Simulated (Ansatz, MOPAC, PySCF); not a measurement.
Pair of molecules: CH4 (SMILES C) (first 5 atoms) with CH4 (SMILES C); geometry from A24 set.
(charge 0, multiplicity 1):
```xyz
10

C      0.000     0.000     1.819
H      0.513     0.888     1.455
H      0.513    -0.888     1.455
H     -1.025     0.000     1.455
H      0.000     0.000     2.907
C      0.000     0.000    -1.819
H      0.000     0.000    -2.907
H     -0.513     0.888    -1.455
H     -0.513    -0.888    -1.455
H      1.025     0.000    -1.455
```

Monomers are frozen at their geometry in the pair; levels with a basis set take the counterpoise correction. Rows marked so take none.

Rows in STO-3G carry no dispersion term and start afresh at each structure. The state that PM7 reach isn't checked; PM7 holds dispersion and hydrogen-bond terms.

The values were computed with Ansatz (an electronic-structure program); MOPAC for PM7 (differences of heats of formation); PySCF for STO-3G rows. Each number belongs to the level named beside it.

Question: One of these levels gives -1.5 kJ/mol for the interaction energy. Name it.
(A) PM7
(B) HF/STO-3G (no counterpoise)
(C) SVWN5/def2-TZVPPD
(D) BLYP/def2-TZVPPD

Answer: A, PM7. The others give 1.3 (HF/STO-3G (no counterpoise)), -3.8 (SVWN5/def2-TZVPPD), 3.2 (BLYP/def2-TZVPPD)
